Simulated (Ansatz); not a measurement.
Fluorite CdF2: PBE at its full settings (plane-wave cutoff 520 eV, 12×12×12 k mesh, Fermi–Dirac smearing 0.01 eV, scalar-relativistic PAW data made under PBE) and at cheaper ones, in a cell of 3 atoms with Γ-centred meshes.

| level and setting | lattice constant a (Å) | bulk modulus B0 (GPa) |
|---|---|---|
| PBE (Ansatz) | 5.481 | 93.5 |
| PBE (Γ point alone) (Ansatz) | 5.930 | 51.1 |
| PBE (2×2×2 k mesh) (Ansatz) | [?] | 92.7 |
| PBE (4×4×4 k mesh) (Ansatz) | 5.481 | 93.5 |
| PBE (6×6×6 k mesh) (Ansatz) | 5.481 | 93.5 |
| PBE (Fermi-Dirac smearing of 0.3 eV) (Ansatz) | 5.482 | 93.3 |

Problem. Complete the blanks.

Solution. 
- PBE (2×2×2 k mesh) (Ansatz, a first-principles code), lattice constant a (Å): 5.489

Largest shifts from the full settings: lattice constant a +8.19 % (PBE (Γ point alone)), against a difference of +1.73 % of the full result from the reference 5.388 Å (measured, temperature not stated, copied from a table, unchecked, no zero-point or thermal correction; as tabulated in Crystal Structures 1, 239 (1963)); bulk modulus -45 % (PBE (Γ point alone)).

Ansatz's density-functional and Hartree–Fock values are scalar-relativistic unless marked +SOC, with PAW data made under PBE.

Run with cheap settings on purpose, which may leave them unconverged: PBE (2×2×2 k mesh), PBE (4×4×4 k mesh), PBE (6×6×6 k mesh), PBE (Fermi-Dirac smearing of 0.3 eV), PBE (Γ point alone).
